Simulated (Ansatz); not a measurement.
One stationary structure of Ta. All values below come from PBE (plane waves to 420 eV, PAW, scalar-relativistic; Ansatz, a quantum-chemistry and plane-wave program).

```cif
data_Ta
_chemical_formula_sum 'Ta1'
_space_group_name_H-M_alt 'P 1'
_space_group_IT_number 1
_cell_length_a 2.87498
_cell_length_b 2.87498
_cell_length_c 2.87498
_cell_angle_alpha 109.471
_cell_angle_beta 109.471
_cell_angle_gamma 109.471
loop_
_space_group_symop_operation_xyz
  'x, y, z'
loop_
_atom_site_label
_atom_site_type_symbol
_atom_site_fract_x
_atom_site_fract_y
_atom_site_fract_z
_atom_site_occupancy
Ta1 Ta 0.00000 0.00000 0.00000 1
```

Question: Determine the symmetry and give the standard cell with its independent sites.

Answer: Space group Im-3m (No. 229); a = 3.3197 Å, b = 3.3197 Å, c = 3.3197 Å, α = 90.00°, β = 90.00°, γ = 90.00°

```json
[
 {"atom": "Ta", "site": "2a", "symmetry": "m-3m", "x": "0.0000", "y": "0.0000", "z": "0.0000"}
]
```

This is the bcc (W type).

Question: Give the shortest distances between elements (the closest pairs, up to four, under 3.6 Å).

Answer: Ta–Ta 2.87 Å.

| Item | Result |
|---|---|
| Volume per atom | 18.29 Å³ |
| Band gap | zero (metallic) |

No spin polarisation in the result.

Measured for Ta: a 3.299 Å (static lattice; corrected from measurement; as listed in Daniel Mejia-Rodriguez, S. B. Trickey, Phys. Rev. B (2018)). Computed minus measured — a: PBE +0.6 %. The computed values are for a static lattice.

The run could not lose the symmetry of its start; a randomly shaken copy of 2 atoms returns to this structure.
